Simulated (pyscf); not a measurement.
9 organic steps of one kind (addition, radical): barrier in eV, from the separated reactants or the lowest minimum found. Optimised with ωB97X-D3(BJ)/def2-SVP in PySCF. Functionals in def2-TZVP; the last column is ωB97M-D3(BJ)/def2-TZVP. Rows were drawn at random from the steps of this kind and element class whose saddle was verified and whose references are stable.

```csv
step,PBE,r²SCAN,B3LYP-D3(BJ),ωB97M-D3(BJ)
H₂C=C=O + H• → H₂C=C•–OH,0.42,0.40,0.50,0.75
H₂C=CH–CH₃ + •H₂C–CH₃ -> H₃C–CH•–CH₂–CH₂–CH₃,0.13,0.13,0.15,0.23
H₃C–CH₂–C≡N + H• → H₃C–CH₂–C•=NH,0.10,0.05,0.15,0.37
H₂C=CH–Cl + F–C•(F)–F → F–C(F)(F)–CH₂–CH•–Cl,-0.04,-0.05,-0.03,0.04
Cl–C•(Cl)–Cl + HC≡CH → •HC=CH–C(Cl)(Cl)–Cl,0.26,0.23,0.27,0.37
HC≡CH + •HC=CH₂ → •HC=CH–CH=CH₂,0.06,0.10,0.11,0.20
HC≡CH + NH₂• -> •HC=CH–NH₂,-0.14,-0.03,0.04,0.16
H₂C=CH–F + F–C•(F)–F → F–CH•–CH₂–C(F)(F)–F,-0.02,-0.03,0.01,0.08
F–CH•–F + H₂C=CH₂ → •H₂C–CH₂–CH(F)–F,0.04,0.02,0.10,0.17
```

Differences from the last column (eV): PBE: mean -0.17, median -0.13, mean size 0.17, lower in 9 of 9; r²SCAN: mean -0.17, median -0.14, mean size 0.17, lower in 9 of 9; B3LYP-D3(BJ): mean -0.12, median -0.08, mean size 0.12, lower in 9 of 9. PBE is closest for row 4 (0.08 eV apart) and farthest for row 1 (0.33 eV). PBE, r²SCAN and M06-2X carry no added dispersion term. The last column is a level with limits of its own. Each barrier is that of the saddle found.
